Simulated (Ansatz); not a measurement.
A ladder of methods for BNH2Cl (SMILES N[B]Cl)

BNH2Cl: 5 atoms, total charge 0, spin state doublet. As SMILES, `N[B]Cl`. The shape was relaxed beforehand at wB97X-V/def2-SVP. This is one conformer, not always the lowest.

```xyz
5

N    -0.3379    0.4137   -0.2559
B    -0.1032   -0.5479    0.7135
Cl    1.3533   -1.5306    0.7812
H    -1.1849    0.9691   -0.2790
H     0.3226    0.6220   -1.0013
```

Quantity: the dissociation energy of the Cl3–B2 bond into doublet Cl and singlet BNH2 (shapes relaxed at wB97X-V/def2-SVP, no zero-point term), in eV. The values are calculated.

```csv
level,kind,program,value (eV)
UHF/def2-TZVPP,Hartree–Fock,Ansatz,3.27
USVWN5/def2-TZVPP,LDA,Ansatz,4.78
UBLYP/def2-TZVPP,GGA,Ansatz,3.80
UB3LYP/def2-TZVPP,global hybrid,Ansatz,3.84
U-wB97M-V/def2-TZVPP,range-separated hybrid,Ansatz,3.82
UB2PLYP/def2-TZVPP,double hybrid,Ansatz,3.89
RPA@PBE/def2-TZVPP,RPA,Ansatz,3.30
UMP2/def2-TZVPP,perturbation theory,Ansatz,4.11
```

The values span 3.27 to 4.78 eV. Hartree–Fock misses the correlation of the electron pair that is broken and comes out low. A fragment with an even electron count was run as a singlet and may have a lower triplet. Measured bond enthalpies also hold zero-point and thermal terms, a few tenths of an eV less.
